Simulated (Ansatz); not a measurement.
`F/C=C(\F)CF`, relaxed with RKS PBE-D4/def2-SVP in the Gaussian-basis code of Ansatz from a rough embedded geometry. The force threshold is 0.03 eV/Å; the program also tests the step.

Charge 0, multiplicity 1.

Start:

```xyz
9

F     1.350   -1.408   -1.724
C     0.678   -0.375   -1.072
C     0.057   -0.536    0.127
F     0.125   -1.718    0.618
C    -0.614    0.570    0.822
F    -0.567    1.770    0.138
H     0.758    0.549   -1.677
H    -1.662    0.357    0.946
H    -0.127    0.791    1.822
```

Question: How much energy does the relaxation release, and in how many steps? (An estimate is asked.)

Answer: Ansatz gave: 38.22 kJ/mol, in 6 steps.

Question: Which bonds change most? (Best estimate.)

Answer: The calculation gave: C3–F4 from 1.281 to 1.346 Å; F1–C2 from 1.394 to 1.340 Å; C5–H8 from 1.077 to 1.116 Å; C3–C5 from 1.468 to 1.502 Å.

Question: Give the relaxed structure. (Estimate.)

Answer: The calculation gave: 
```xyz
9

F     1.330   -1.394   -1.731
C     0.713   -0.377   -1.114
C     0.102   -0.517    0.074
F     0.064   -1.691    0.732
C    -0.603    0.588    0.807
F    -0.541    1.768    0.095
H     0.740    0.585   -1.645
H    -1.669    0.306    0.974
H    -0.136    0.731    1.810
```
